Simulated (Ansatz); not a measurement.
Input file:

```yaml
crystal:
  periodic: [false, false, false]
  atoms:
    - {symbol: Cl, position_ang: [0.000000, -0.422560, 2.298070]}
    - {symbol: Si, position_ang: [0.000000, 0.938299, 0.726778]}
    - {symbol: Ge, position_ang: [0.000000, -0.156547, -1.402607]}
basis:
  gaussian: {orbitals: cc-pVDZ}
total_charge: 1
magnetization: {spin_polarized: false, initial_magnetization: 2}
correlation: {active_space: {window: {electrons: 10, orbitals: 7}}}
```

```sh
$ ansatz run in.yaml --threads 1 --pin off --events-out ev --progress --plain --max-ram 2393MiB
```

Output:

```
708 factors; integrals over basis functions are off by at most 8.7e-4 eV
mean field evaluation 1: about -76827.6867 eV, gradient 2.4e1 eV
mean field evaluation 2: about -76827.8021 eV, gradient 2.4e1 eV
mean field evaluation 4: about -76830.8330 eV, gradient 2.3e0 eV
mean field evaluation 8: about -76830.9597 eV, gradient 4.9e-1 eV
mean field evaluation 16: about -76830.9867 eV, gradient 1.2e-3 eV
mean field evaluation 32: about -76830.9867 eV, gradient 1.9e-6 eV
mean field evaluation 64: about -76830.9800 eV, gradient 3.2e-1 eV
mean field evaluation 96: about -76830.5054 eV, gradient 8.2e-1 eV
mean field -76830.98673454 eV, -2823.4866845809 hartree, gradient 2.5e-6 eV, S^2 2.000000; 9 other end points of the search recorded, 0 dependent functions left out
reference -76830.98673454 eV, -2823.4866845809 hartree; 32, 30 occupied and 31, 33 virtual orbitals, 708 factors
state -76831.51554834 eV, -2823.5061181299 hartree
Total energy: -76831.51554834 eV, -2823.5061181299 hartree
```

Ran on 1 thread of Arm Neoverse V2, shared host: 13 s wall, 0.17 GiB peak host memory.
